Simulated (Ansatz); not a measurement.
Name a neutral molecule of C, F, N, O, S and H with LUMO energy (PBE/def2-TZVPP) between -3.60 and -3.30 eV and size of the dipole moment (PBE/def2-TZVPP) between 1.25 and 1.55 D (Ansatz, PBE0-D4/def2-TZVP geometry).

`NC(O)(F)C=S` (-3.51 eV, 1.27 D). Other molecules can fit too; these were computed, each in one conformer that needn't be the lowest.
